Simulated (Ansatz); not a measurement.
We consider fcc Ni, described by r²SCAN (PAW; Ansatz, a first-principles code).

Run with plane-wave cutoff 560 eV, 26×26×26 k mesh, Fermi–Dirac smearing 0.05 eV, spin-polarised with parallel moments, scalar-relativistic PAW data made under PBE.

Cell (measured lattice):

```cif
data_Ni
_chemical_formula_sum 'Ni1'
_space_group_name_H-M_alt 'P 1'
_space_group_IT_number 1
_cell_length_a 2.49192
_cell_length_b 2.49192
_cell_length_c 2.49192
_cell_angle_alpha 60.000
_cell_angle_beta 60.000
_cell_angle_gamma 60.000
loop_
_space_group_symop_operation_xyz
  'x, y, z'
loop_
_atom_site_label
_atom_site_type_symbol
_atom_site_fract_x
_atom_site_fract_y
_atom_site_fract_z
_atom_site_occupancy
Ni1 Ni 0.00000 0.00000 0.00000 1
```
Starting moments (μB, in the order of the record's atoms Ni): 0.8.

Task: Give the computed magnetic moment per atom (the cell's total over its atoms).

Result: 
magnetic moment per atom (the cell's total over its atoms): 0.75 μB

The run finds no gap.

Note: cell and atoms aren't relaxed at this level (pressure -7.8 GPa).

Moments are spin moments.
